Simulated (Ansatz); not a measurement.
# BPN+ (quintet): the correlation ladder, cc-pVDZ

How much of the correlation energy of BPN+ (quintet) does each wave-function method recover here?

Method: cc-pVDZ, core rule «outside noble gas», up to 7 orbitals frozen; program: Ansatz 0.2.0, Gaussian basis.

The runs, in order: UHF; CCSD(T) on ROHF; CCSD(T) on UHF; BCCD(T) on ROHF; CISD; CCSDT(Q) on ROHF; CCSDT(Q) on UHF; CASSCF and MRCISD+Q, 8 electrons in 10 orbitals; CASSCF and NEVPT2, 8 electrons in 10 orbitals.

33 further runs of the same task are left out: 20 that didn't finish, 13 set aside as unsound or not needed.

## Step 1: What is computed

The geometry is a PBE0/def2-TZVP stationary point (not a proven minimum) of the parent state, kept for this charge and spin.

3 atoms, charge 1, spin multiplicity 5.

Atoms are counted from 1 here; the program's logs count them from 0.

Bond lengths: N1–B2 1.334 Å, B2–P3 1.842 Å. Angles: N1–B2–P3 180.0°.

## Step 2: UHF

Contents of in.yaml:

```yaml
crystal:
  periodic: [false, false, false]
  atoms:
    - {symbol: N, position_ang: [0.000000, 0.000000, 1.503167]}
    - {symbol: B, position_ang: [0.000000, 0.000000, 0.169267]}
    - {symbol: P, position_ang: [0.000000, 0.000000, -1.672433]}
basis:
  gaussian: {orbitals: cc-pVDZ}
total_charge: 1
magnetization: {spin_polarized: true, initial_magnetization: 4}
hamiltonian: {xc: hf}
output: {orbitals: {seedname: orbitals}}
```

On the command line:

```console
$ ansatz run in.yaml --threads 1 --pin off --events-out ev --progress --plain --max-ram 2393MiB
```

The runs that follow: CCSD(T) on ROHF; CCSD(T) on UHF; BCCD(T) on ROHF; CISD; CCSDT(Q) on ROHF; CCSDT(Q) on UHF; CASSCF and MRCISD+Q, 8 electrons in 10 orbitals; CASSCF and NEVPT2, 8 electrons in 10 orbitals.

**Question.** What will the summary of the whole plan be? Wanted: UCCSDT(Q) below the RHF energy; RMP2 from UCCSDT(Q); UMP2 from UCCSDT(Q); RCCSD from UCCSDT(Q); RCCSD(T) from UCCSDT(Q); UCCSD(T) from UCCSDT(Q); RCCSDT(Q) from UCCSDT(Q); NEVPT2 valence from UCCSDT(Q); MRCISD+Q valence from UCCSDT(Q).

**Answer**, as computed:

```
                         quantity                                        value
   UCCSDT(Q) below the RHF energy                                   -7.3125 eV
              RMP2 from UCCSDT(Q)                                +131.7 kJ/mol
              UMP2 from UCCSDT(Q)                                +135.8 kJ/mol
             RCCSD from UCCSDT(Q)                                 +24.9 kJ/mol
          RCCSD(T) from UCCSDT(Q)                                  +5.4 kJ/mol
          UCCSD(T) from UCCSDT(Q)                                  +5.3 kJ/mol
         RCCSDT(Q) from UCCSDT(Q)                                  +0.2 kJ/mol
    NEVPT2 valence from UCCSDT(Q)                                +111.9 kJ/mol
  MRCISD+Q valence from UCCSDT(Q)                                  +1.8 kJ/mol
levels within 1 kcal/mol (43 meV)  RCCSDT, UCCSDT, RCCSDT(Q), MRCISD+Q valence
                    T1 diagnostic                                        0.020
   effectively unpaired electrons                                         4.01
```

In words: RCCSD(T) lands +5.4 kJ/mol from the yardstick (0.8 % of the correlation energy). One determinant dominates. Of the multireference levels listed MRCISD+Q valence comes nearest in total energy (+1.8 kJ/mol), which doesn't show that its space is the better one. These misses are within one basis, not against nature; the frozen cores of restricted and unrestricted runs differ, which can shift their rows.
